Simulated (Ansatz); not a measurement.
```yaml
crystal:
  periodic: [false, false, false]
  atoms:
    - {symbol: Sc, position_ang: [0.000000, 0.000000, 0.000000]}
    - {symbol: C, position_ang: [0.000000, 0.000000, 2.210000]}
basis:
  gaussian: {orbitals: def2-TZVP}
magnetization: {spin_polarized: true, initial_magnetization: 3}
hamiltonian: {xc: pbe0}
relax: {f_tol: 0.004, max_steps: 80}
```

```sh
$ ansatz run in.yaml --threads 1 --pin off --events-out ev --progress --plain --max-ram 2176MiB
```

Steps of the relaxation (energy above the last step; positions in Å, forces in eV/Å):

```
2
step 1, 529.6 meV
Sc    0.000    0.000    0.000    0.000    0.000    0.948
C     0.000    0.000    2.210    0.000    0.000   -0.948
```

```
2
step 2, 416.0 meV
Sc    0.000    0.000    0.056    0.000    0.000    1.367
C     0.000    0.000    2.154    0.000    0.000   -1.367
```

```
2
step 3, 213.2 meV
Sc    0.000    0.000    0.239    0.000    0.000   -3.663
C     0.000    0.000    1.971    0.000    0.000    3.663
```

```
2
step 4, 12.2 meV
Sc    0.000    0.000    0.159    0.000    0.000    0.709
C     0.000    0.000    2.051    0.000    0.000   -0.709
```

```
2
step 6, 0.0 meV
Sc    0.000    0.000    0.176    0.000    0.000    0.000
C     0.000    0.000    2.034    0.000    0.000    0.000
```

Close pairs at the end: Sc1–C2 1.858 Å.

A stationary point of unrestricted PBE0 after 6 steps, with ⟨S²⟩ = 3.761 against 3.75 for a pure state. 61 s on 1 thread of Arm Neoverse V2, shared host.
